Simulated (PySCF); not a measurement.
Magnesium: a sound run and one with changed settings

Sound run: Mg [Ne] 3s2, Mg⁺ [Ne] 3s1. All numbers are calculated (PySCF 2.14, the spin-free X2C one-electron Hamiltonian (Gaussian nucleus), in aug-cc-pVDZ-DK). In the sound run the correlated levels freeze [Ne]. The sound run starts from symmetry-adapted Hartree-Fock orbitals and uses a fine grid where one is needed.

Changed run: the non-relativistic Hamiltonian (point nucleus). This setting is unsound on purpose.

```
species   method  sound run (hartree)  changed run (hartree)  converged
     Mg      UHF           -199.91423             -199.55773        yes
     Mg     BP86           -200.39315             -200.03688        yes
     Mg     TPSS           -200.39017             -200.03387        yes
     Mg      MP2           -199.93589             -199.57939        yes
     Mg  CCSD(T)           -199.94713             -199.59065        yes
    Mg⁺      UHF           -199.67045             -199.31441        yes
    Mg⁺     BP86           -200.10832             -199.75256        yes
    Mg⁺     TPSS           -200.11130             -199.75550        yes
```

Ionisation energy of Mg:

```tsv
method	sound run (eV)	changed run (eV)
UHF	6.634	6.621
BP86	7.751	7.737
TPSS	7.588	7.575
MP2	7.223	7.211
SCS-MP2	7.341	7.328
CCSD	7.529	7.517
CCSD(T)	7.529	7.517
CCSDT	7.529	7.517
FCI	7.529	7.517
```

Most of the change in total energy is the relativistic energy itself. On top of that the contraction fixes the core shape for the Hamiltonian it was made with, so the changed run is not a good calculation with the other Hamiltonian either.

For comparison, NIST gives 7.646 eV between the lowest levels.
